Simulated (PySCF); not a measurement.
Species: trans 3-chloropropionitrile, C₃H₄ClN.
SMILES with atom numbers: `[N:1]#[C:2][CH2:3][CH2:4][Cl:5]` (hydrogens: H6, H7 on C3; H8, H9 on C4)

All values: PBE0/pcSseg-1 and CAM-B3LYP/def2-SVPD (PySCF, non-relativistic), on one gas-phase PBE0-D3(BJ)/def2-SVP geometry that isn't relaxed in the solvent. The solvent is an IEF-PCM continuum (Bondi radii, 1.10 Å for H, scaled by 1.2). Only the electrostatic response of the medium enters.

Gas phase at PBE0/pcSseg-1: HOMO -9.06 eV, LUMO -0.27 eV, dipole 1.98 D.

**Question.** What does the continuum do to the energy, the frontier levels and the dipole at PBE0/pcSseg-1 in benzene and water?

**Answer.** 
| solvent | ε | E(solvent) − E(gas) (kJ/mol) | polarisation term (kJ/mol) | distortion of the solute (kJ/mol) | HOMO (eV) | LUMO (eV) | dipole (D) |
| --- | --- | --- | --- | --- | --- | --- | --- |
| benzene | 2.271 | -14.37 | -15.65 | 1.28 | -8.92 | -0.14 | 2.22 |
| water | 78.36 | -31.82 | -38.37 | 6.55 | -8.77 | -0.01 | 2.50 |

The first energy column is the sum of the next two and covers electrostatics alone. From benzene to water the lowering changes by a factor 2.21, Onsager's factor (ε − 1)/(2ε + 1) by 2.14 and ε itself by 34.5.

**Question.** Which radius a makes the point-dipole formula ΔE = −[(ε − 1)/(2ε + 1)]·μ²/a³ give the value in water, with the gas-phase dipole?

**Answer.** μ = 0.779 au and |ΔE| = 0.01212 Eh give a = 1.54 Å; the farthest nucleus lies 2.68 Å from the centroid of the nuclei, so such a sphere wouldn't even hold the nuclei. The formula assumes a rigid point dipole at the centre of a sphere.

**Question.** Which ESP-fitted charges (PBE0/pcSseg-1) respond most in benzene (means over atoms taken as equivalent)?

**Answer.** 
```tsv
atoms	environment	gas (e)	solvent (e)	change
N1	nitrile nitrogen	-0.437	-0.486	-0.049
C4	sp3 C–Cl carbon	-0.249	-0.205	+0.044
C2	nitrile carbon	+0.308	+0.342	+0.034
Cl5	alkyl chlorine	-0.132	-0.157	-0.025
C3	sp3 carbon next to a nitrile	-0.033	-0.050	-0.017
H6/H7	methylene hydrogen	+0.100	+0.111	+0.011
```

Gas phase at CAM-B3LYP/def2-SVPD: HOMO -10.51 eV, LUMO 0.59 eV, dipole 2.10 D.

**Question.** What does the continuum do to the energy, the frontier levels and the dipole at CAM-B3LYP/def2-SVPD in benzene and water?

**Answer.** 
| solvent | ε | E(solvent) − E(gas) (kJ/mol) | polarisation term (kJ/mol) | distortion of the solute (kJ/mol) | HOMO (eV) | LUMO (eV) | dipole (D) |
| --- | --- | --- | --- | --- | --- | --- | --- |
| benzene | 2.271 | -15.26 | -16.68 | 1.42 | -10.36 | 0.77 | 2.35 |
| water | 78.36 | -33.94 | -41.26 | 7.32 | -10.21 | 0.92 | 2.63 |

**Question.** How does the static polarisability (CAM-B3LYP/def2-SVPD, frozen core, with the continuum's full static response) change?

**Answer.** 
```tsv
medium	isotropic (au)	principal values (au)	⟨r²⟩ of the electrons (bohr²)
gas	54.4	42.9, 45.7, 74.5	730.7
benzene	61.2	48.4, 51.5, 83.7	732.4
water	71.6	58.4, 61.0, 95.3	734.2
```

The isotropic value in water is 1.32 times the gas-phase one; no cavity-field correction is applied. ⟨r²⟩ is taken about the centre of nuclear charge.

Shape of the structure used: `[N:1]#[C:2][CH2:3][CH2:4][Cl:5]`: C2–C3–C4–Cl5 180°.
